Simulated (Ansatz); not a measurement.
Rock-salt MgO, relaxed in Ansatz (plane waves) with several semilocal functionals. Each gives its own volume and its own bulk modulus:

```csv
level,V0 (Å³/atom),bulk modulus (GPa),ln V0,ln B0
LDA,8.997,172.3,2.1969,5.1492
PBEsol,9.357,157.4,2.2361,5.0588
PBE,9.623,149.1,2.2642,5.0046
```

Fit a straight line to ln B0 against ln V0. What does it predict for r²SCAN, whose volume is 9.290 Å³/atom?

With x = ln V0 and y = ln B0: means 2.23240 and 5.07087; Σ(Δx Δy) = -0.004933, Σ(Δx²) = 0.002285, so the slope is -2.16. At x = 2.2289 the line gives y = 5.07087 + (-2.16) × (2.2289 − 2.23240) = 5.0784, or 160.5 GPa. The run with r²SCAN gives 166.6 GPa, +3.8 % from the line. The rows used scatter about it by up to 0.4 %, while the largest value lies 16 % above the smallest. For comparison, PBE's own equation of state has B′ = 4.1, the slope −d ln B/d ln V at a fixed functional; the two needn't agree, since functionals also differ at one volume.

Measured: 170 GPa (measured, 0 K value with the zero-point phonon effect removed; as tabulated in Mejia-Rodriguez and Trickey (2018), arXiv:1807.09216).

Ansatz's density-functional and Hartree–Fock values are scalar-relativistic unless marked +SOC, with PAW data made under PBE.

Ansatz is a first-principles code.
